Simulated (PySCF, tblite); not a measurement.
**Complex of water and 2 × hydrogen fluoride**

A gas-phase complex of water and 2 × hydrogen fluoride; neutral, singlet. The structure comes from a short search (6 tight-binding starts) and was relaxed by PBE0-D3(BJ)/def2-SVPD; another way of binding may lie lower. Frequencies by PBE0-D3(BJ)/def2-SVPD show no clear imaginary mode.

```csv
part,name,SMILES,atoms,charge,multiplicity
1,water,O,1–3,0,1
2,hydrogen fluoride,F,4–5,0,1
3,hydrogen fluoride,F,6–7,0,1
```

| atom | part | x (Å) | y (Å) | z (Å) |
| --- | --- | --- | --- | --- |
| O1 | 1 | -0.050 | -0.204 | 0.432 |
| H2 | 1 | -0.540 | 0.618 | 0.598 |
| H3 | 1 | 0.594 | -0.006 | -0.254 |
| F4 | 2 | 0.628 | -0.321 | 2.818 |
| H5 | 2 | 0.476 | -0.438 | 1.870 |
| F6 | 3 | -0.783 | 1.737 | 2.314 |
| H7 | 3 | -0.270 | 1.085 | 2.761 |

Contacts between parts, classed by geometry: H5···O1 1.548 Å (hydrogen bond, 161°); H7···F4 1.669 Å (hydrogen bond, 153°); H2···F6 2.063 Å (hydrogen bond, 131°).

Interaction energies are complex less parts, with the parts frozen as they stand in it; counterpoise-corrected, in kcal/mol (PySCF).

Problem. How strongly do the parts interact, level by level?

Solution. 
| level | interaction | superposition error removed |
| --- | --- | --- |
| wB97M-D3(BJ)/def2-TZVPD | -19.89 | -0.21 |
| PBE0-D3(BJ)/def2-TZVPD | -21.50 | -0.21 |
| RI-MP2/aug-cc-pVTZ | -18.65 | -1.63 |

Problem. What holds them together? Decompose the wB97M-D3(BJ)/def2-TZVPD energy: frozen parts, their antisymmetrised product, then relaxation.

Solution. electrostatic -37.0, Pauli repulsion +41.8, orbital relaxation -23.2, dispersion correction -1.7 kcal/mol, which sum to the value before the counterpoise correction; the Pauli term holds the exchange-correlation of the frozen density too. Of the attraction, 60 % is electrostatic, 37 % is orbital relaxation, 3 % is dispersion correction.

Problem. Are the pair energies additive?

Solution. The pairs sum to -15.44 kcal/mol (1–2 -8.4, 1–3 -3.2, 2–3 -3.8); the rest of -4.45 is a many-body strengthening.

The parts were also relaxed and run alone, at the levels used for the complex: vibrations by PBE0-D3(BJ)/def2-SVPD; shieldings by PBE0/pcSseg-2; core levels by delta-SCF with SCAN, pcX-2 on the ionised atom and pcseg-1 elsewhere, spin-free X2C.

Problem. What does binding change?

Solution. 
| property | alone | in the complex | change |
| --- | --- | --- | --- |
| F4–H5 bond (Å) | 0.920 | 0.968 | +0.048 |
| stretch carried by H5 (cm⁻¹, harmonic) | 4151 | 3148 | -1002 |
| its infrared intensity (km/mol) | 127 | 1236 |  |
| shielding of H5 (ppm) | 29.19 | 20.34 | -8.85 |
| shielding of O1 (ppm) | 328.9 | 305.9 | -23.0 |
| shielding of H7 (ppm) | 29.19 | 24.16 | -5.03 |
| shielding of F4 (ppm) | 410.9 | 368.3 | -42.6 |
| O1 1s core level (eV) | 539.76 | 541.03 | +1.27 |
| F4 1s core level (eV) | 694.12 | 693.03 | -1.09 |
| F6 1s core level (eV) | 694.12 | 693.24 | -0.88 |

Density functionals tend to overstate the lengthening and the red shift of so strongly bound an X–H bond.

Problem. What are the binding energy from relaxed parts (wB97M-D3(BJ)/def2-TZVPD), and ΔH and ΔG of association at 298.15 K and 1 atm?

Solution. -18.34 kcal/mol, -12.98 with zero-point energy; ΔH -15.3 and ΔG +1.1 kcal/mol, from harmonic vibrations by PBE0-D3(BJ)/def2-SVPD with low modes damped.
